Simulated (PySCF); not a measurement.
# C3H5−: electronic structure in real space

For C3H5−, the scripts below compute its lowest excited states, see where an electron leaves and enters and localise its valence orbitals.

Method: levels as typed in each script, gas phase, geometry from GFN2-xTB; program: PySCF 2.14.0.

## Step 1: The starting structure

SMILES `C=C[CH2-]`, 8 atoms, charge -1, spin multiplicity 1.

Bond lengths: C1–C2 1.374 Å, C1–H4 1.084 Å, C1–H5 1.085 Å, C2–C3 1.374 Å, C2–H6 1.099 Å, C3–H7 1.084 Å, C3–H8 1.085 Å. Angles: C2–C1–H4 122.1°, C2–C1–H5 121.9°, H4–C1–H5 116.1°, C1–C2–C3 129.7°, C1–C2–H6 115.1°, C3–C2–H6 115.1°, C2–C3–H7 122.1°, C2–C3–H8 121.9°, H7–C3–H8 116.1°.

As a file:

```
C     1.24394   -0.18319    0.00000
C    -0.00001    0.40015    0.00000
C    -1.24391   -0.18323    0.00000
H     1.37483   -1.25910    0.00000
H     2.15388    0.40817    0.00000
H    -0.00026    1.49958    0.00000
H    -1.37476   -1.25915    0.00000
H    -2.15386    0.40810    0.00000
```

## Step 2: Excited states (B3LYP/6-31+g*)

input.py reads:

```python
import numpy as np
from pyscf import gto, scf, dft, tdscf
from pyscf.scf import atom_ks, atom_hf
from scipy.linalg import block_diag

def solve(mol, dm0=None, hcore=None):
    mf = (dft.UKS if mol.spin else dft.RKS)(mol, xc='b3lyp')
    mf.grids.level = 3
    mf = mf.density_fit(auxbasis='def2-universal-jkfit')
    mf.conv_tol, mf.max_cycle = 1e-8, 80
    if hcore is not None:
        mf.get_hcore = lambda *args: hcore
    mf.kernel(dm0)
    if not mf.converged:
        mf = mf.newton().run(mf.mo_coeff, mf.mo_occ, max_cycle=30)
    assert mf.converged, 'SCF not converged'
    return mf

mol = gto.M(atom='''
C      1.24394    -0.18319     0.00000
C     -0.00001     0.40015     0.00000
C     -1.24391    -0.18323     0.00000
H      1.37483    -1.25910     0.00000
H      2.15388     0.40817     0.00000
H     -0.00026     1.49958     0.00000
H     -1.37476    -1.25915     0.00000
H     -2.15386     0.40810     0.00000
''', basis='6-31+g*', charge=-1, spin=0, verbose=4)
mf = solve(mol)
td = mf.TDDFT()
td.nstates, td.singlet, td.conv_tol = 5, True, 1e-5
td.kernel()
td.analyze()
x, y = np.array([p[0] for p in td.xy]), np.array([p[1] + 0 * p[0] for p in td.xy])
f, mu = td.oscillator_strength(), td.transition_dipole()
nto = [td.get_nto(state=i + 1, verbose=4) for i in range(len(td.e))]
# spherically averaged free atoms, for the promolecule
atm = atom_ks.get_atm_nrks(mol, xc='b3lyp')
pro = block_diag(*[(atm[a[0]][2] * atm[a[0]][3]) @ atm[a[0]][2].T for a in mol._atom])
np.savez('result.npz', e=td.e, f=f, ok=td.converged, w=[n[0] for n in nto], nto=[n[1] for n in nto], x=x, y=y, c=mf.mo_coeff, occ=mf.mo_occ, eps=mf.mo_energy, pro=pro, mu=mu)
```

Command:

```
OMP_NUM_THREADS=1 python input.py
```

## Step 4: Removing and adding an electron (M06-2X/def2-svpd)

input.py reads:

```python
import numpy as np
from pyscf import gto, scf, dft
from pyscf.scf import atom_ks, atom_hf
from scipy.linalg import block_diag

def solve(mol, dm0=None, hcore=None):
    mf = (dft.UKS if mol.spin else dft.RKS)(mol, xc='m062x')
    mf.grids.level = 3
    mf = mf.density_fit(auxbasis='def2-universal-jkfit')
    mf.conv_tol, mf.max_cycle = 1e-8, 80
    if hcore is not None:
        mf.get_hcore = lambda *args: hcore
    mf.kernel(dm0)
    if not mf.converged:
        mf = mf.newton().run(mf.mo_coeff, mf.mo_occ, max_cycle=30)
    assert mf.converged, 'SCF not converged'
    return mf

mol = gto.M(atom='''
C      1.24394    -0.18319     0.00000
C     -0.00001     0.40015     0.00000
C     -1.24391    -0.18323     0.00000
H      1.37483    -1.25910     0.00000
H      2.15388     0.40817     0.00000
H     -0.00026     1.49958     0.00000
H     -1.37476    -1.25915     0.00000
H     -2.15386     0.40810     0.00000
''', basis='def2-svpd', charge=-1, spin=0, verbose=4)
mf = solve(mol)
out = dict(e0=mf.e_tot, dm0=mf.make_rdm1(), c=mf.mo_coeff, occ=mf.mo_occ, eps=mf.mo_energy)
for name, dq, spin in [('cation', 1, 1)]:
    ion = mol.copy().set(charge=mol.charge + dq, spin=spin).build()
    mi = solve(ion)
    if spin and dq > 0 and mol.nao < 130:
        c, _, stable, _ = mi.stability(return_status=True)
        if not stable:
            mi = solve(ion, mi.make_rdm1(c, mi.mo_occ))
    print(name, 'vertical energy change / eV', (mi.e_tot - mf.e_tot) * 27.211386)
    out.update({'e_' + name: mi.e_tot, 'dm_' + name: mi.make_rdm1(), 's2_' + name: mi.spin_square()[0], 'eps_' + name: mi.mo_energy, 'occ_' + name: mi.mo_occ})
# spherically averaged free atoms, for the promolecule
atm = atom_ks.get_atm_nrks(mol, xc='m062x')
pro = block_diag(*[(atm[a[0]][2] * atm[a[0]][3]) @ atm[a[0]][2].T for a in mol._atom])
np.savez('result.npz', pro=pro, **out)
```

## Step 6: Localised orbitals (PBE/def2-tzvp)

input.py reads:

```python
import numpy as np
from pyscf import gto, scf, dft, lo
from pyscf.data.elements import chemcore

def solve(mol, dm0=None, hcore=None):
    mf = (dft.UKS if mol.spin else dft.RKS)(mol, xc='pbe')
    mf.grids.level = 3
    mf = mf.density_fit(auxbasis='def2-universal-jkfit')
    mf.conv_tol, mf.max_cycle = 1e-8, 80
    if hcore is not None:
        mf.get_hcore = lambda *args: hcore
    mf.kernel(dm0)
    if not mf.converged:
        mf = mf.newton().run(mf.mo_coeff, mf.mo_occ, max_cycle=30)
    assert mf.converged, 'SCF not converged'
    return mf

mol = gto.M(atom='''
C      1.24394    -0.18319     0.00000
C     -0.00001     0.40015     0.00000
C     -1.24391    -0.18323     0.00000
H      1.37483    -1.25910     0.00000
H      2.15388     0.40817     0.00000
H     -0.00026     1.49958     0.00000
H     -1.37476    -1.25915     0.00000
H     -2.15386     0.40810     0.00000
''', basis='def2-tzvp', charge=-1, spin=0, verbose=4)
mf = solve(mol)
occ_all = mf.mo_coeff[:, mf.mo_occ > 0]
occ = occ_all[:, chemcore(mol):]
loc = lo.ibo.ibo(mol, occ, iaos=lo.iao.iao(mol, occ_all))
fock, s = mf.get_fock(), mf.get_ovlp()
ortho = lo.orth_ao(mol, 'meta_lowdin')
ortho = lo.vec_lowdin(lo.iao.iao(mol, occ_all), s)
labels = lo.iao.reference_mol(mol).ao_labels(fmt=None)
vir = lo.vvo.livvo(mol, occ_all, mf.mo_coeff[:, mf.mo_occ == 0])
both = np.hstack([loc, vir])
p = (ortho.T @ s @ both) ** 2
pop = np.array([p[[l[0] == a for l in labels]].sum(0) for a in range(mol.natm)])
spd = np.array([[p[[l[0] == a and l[2][-1] == k for l in labels]].sum(0) for k in 'spd'] for a in range(mol.natm)])
eps = np.einsum('pi,pq,qi->i', both, fock, both)
for i in np.argsort(eps):
    top = np.argsort(-pop[:, i])[:3]
    print('%3d %s %9.4f Eh ' % (i + 1, 'occ' if i < loc.shape[1] else 'vir', eps[i]), '  '.join('%s%d %.3f' % (mol.atom_symbol(a), a + 1, pop[a, i]) for a in top))
np.savez('result.npz', c=both, nocc=loc.shape[1], pop=pop, spd=spd, eps=eps, e=mf.e_tot)
```

(Steps that only read results are left out.)

What does the calculation give? Wanted: lowest singlet excitation; vertical ionisation energy.

As calculated:

| quantity | value |
| --- | --- |
| lowest singlet excitation (B3LYP/6-31+g*) | 2.04 eV |
| vertical ionisation energy (M06-2X/def2-svpd) | 0.35 eV |
| localised occupied orbitals above −45 eV (PBE/def2-tzvp) | 9 |

What this shows: The ionisation energy from two SCF runs, 0.35 eV, lies 1.1 eV above −ε(HOMO) = -0.80 eV of the same level, M06-2X/def2-svpd, since self-interaction lifts this functional's HOMO. The geometry was not optimised at these levels.
